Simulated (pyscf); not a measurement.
# Four-centre exchange: Cl–GeH: [singlet] + water (H₂O) -> HO–Ge:–Cl [singlet] + hydrogen (H₂)

Gas phase, singlet surface, charge 0. Bonds broken: Ge1–H3, O4–H5. Bonds formed: Ge1–O4, H3–H5. Structures and frequencies: ωB97X-D3(BJ)/def2-SVP in PySCF.

Transition state (Å):

```xyz
6

Ge    -0.2335     1.3846    -0.5237
Cl     1.8545     1.6675     0.1525
H      0.1435    -0.2299    -1.4355
O     -0.5255    -0.1727     0.6790
H     -0.0886    -0.5119    -0.5137
H      0.2105    -0.2597     1.3037
```

One imaginary mode, 1447i cm⁻¹; descent along it reached the two sides named, in the forms told below.

| bond | change | reactant side (Å) | saddle | product side |
|---|---|---|---|---|
| Ge1–H3 | breaks | 1.603 | 1.892 | 3.3 |
| O4–H5 | breaks | 0.968 | 1.315 | 2.8 |
| Ge1–O4 | forms | 2.260 | 1.989 | 1.773 |
| H3–H5 | forms | 2.518 | 0.992 | 0.760 |

Electronic energies relative to the separated reactants (eV):

| level | barrier | reaction energy | reverse barrier |
|---|---|---|---|
| ωB97X-D3(BJ)/def2-TZVP | 0.32 | -1.07 | 1.39 |
| PBE/def2-TZVP | 0.08 | -1.07 | 1.15 |
| r²SCAN/def2-TZVP | 0.10 | -1.14 | 1.23 |
| B3LYP-D3(BJ)/def2-TZVP | 0.28 | -1.07 | 1.35 |
| PBE0-D3(BJ)/def2-TZVP | 0.21 | -0.99 | 1.20 |
| M06-2X/def2-TZVP | 0.29 | -1.16 | 1.45 |
| ωB97M-D3(BJ)/def2-TZVP | 0.35 | -1.02 | 1.37 |
| HF/def2-TZVP | 1.13 | -0.82 | 1.94 |

With ωB97M-D3(BJ)/def2-TZVP energies and thermal terms (ideal gas, 1 atm, RRHO with modes under 100 cm⁻¹ raised to 100, one conformer, R ln 2 for chiral ones without a mode under 150 cm⁻¹), in eV:

```csv
T (K),ΔH‡,ΔG‡,ΔH,ΔG
298,0.28,0.73,-1.11,-1.02
600,0.28,1.19,-1.07,-0.94
900,0.31,1.64,-1.04,-0.88
1200,0.35,2.07,-1.01,-0.84
```

On the reactant side the descent ends in a bound adduct, 0.71 eV under the separated species and 1.03 eV under the saddle at ωB97X-D3(BJ)/def2-TZVP. At the saddle there is also a short Ge–H contact that neither side keeps. One saddle was located; it need not be the lowest between these sides. Elements up to Kr have no core potential and no relativistic terms here.
